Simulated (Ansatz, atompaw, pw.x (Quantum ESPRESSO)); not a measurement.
# Ir: one change to the PAW (atompaw) potential, in the atom and in the diamond crystal

Ir (Z = 77), PAW, made with atompaw 4.2.0.5 (PBEsol, scalar-relativistic). Core [Kr] 4d10 4f14 5s2, reference 5p6 5d7 6s1 6p1. Waves: 6s (bound): rc 2.55 bohr; 6s channel at 0.05 Ry: rc 2.55 bohr; 5p (bound): rc 1.80 bohr; 6p (bound): rc 2.55 bohr; 5d (bound): rc 2.55 bohr; 5d channel at 0.1 Ry: rc 2.55 bohr. Local part: bessel scheme, radius 2.30 bohr. Core correction: smooth core density matched at 1.30 bohr. Augmentation charge: besselshape compensation charge, radius 1.90 bohr; PAW radius 2.55 bohr; waves and projectors: custom rrkj gramschmidtortho.

Change: wave 6s channel at 0.05 Ry: rc 2.55 bohr becomes 6s channel at 7.18 Ry: rc 2.55 bohr.

Cutoffs, loose and tight: the cutoffs (Ry, on a coarse ladder) from which the occupation-weighted sum of valence levels, in a spherical-Bessel basis at the reference potential, stays within 10 and 1 mRy of its value at 400 Ry. They see the waves and projectors alone, not the compensation charge or the core.

Crystal test: diamond Ir in pw.x 7.5, no spin, 8³ k-points, Fermi–Dirac smearing 0.01 Ry, cutoffs set for each file from its atomic test. The reference is all-electron LAPW (Ansatz 0.2.0) with the same functional, mesh and smearing; V0 and B0 come from Birch–Murnaghan fits to the pressures at five volumes. Errors are pseudo minus all-electron; Δ is the rms difference of the E(V) curves that follow from these fits, minima aligned, over ±6 % about the mean V0. Mesh and smearing are coarse, so the numbers serve the comparison and aren't converged zero-temperature values; the lattice is a test structure that the element need not adopt.

All-electron: a0 = 5.508 Å (V0 = 20.89 Å³/atom), B0 = 204.5 GPa.

**Question.** Does the change bring the crystal closer to the all-electron result?

**Answer.** The mean pressure error goes from +6.33 to +5.97 GPa, a small move against the size of the error.

```
                 quantity       base    changed
           outcome (atom)  generated  generated
     cutoff, loose (atom)      25 Ry      25 Ry
     cutoff, tight (atom)      45 Ry      45 Ry
      bound ghosts (atom)       none       none
     cutoffs in pw.x (Ry)     55/550     55/550
                   a0 (Å)      5.561      5.558
             a0 error (%)      +0.96      +0.90
             B0 error (%)       -0.8       -0.7
             Δ (meV/atom)       27.2       25.7
mean pressure error (GPa)      +6.33      +5.97
```

Base: The largest radius (2.55 bohr) exceeds half the bond length (2.25 bohr), so the spheres overlap, which is one possible source of error among others. This is a poor potential for the solid. Changed file: The largest radius (2.55 bohr) exceeds half the bond length (2.25 bohr), so the spheres overlap, which is one possible source of error among others. This is a poor potential for the solid.
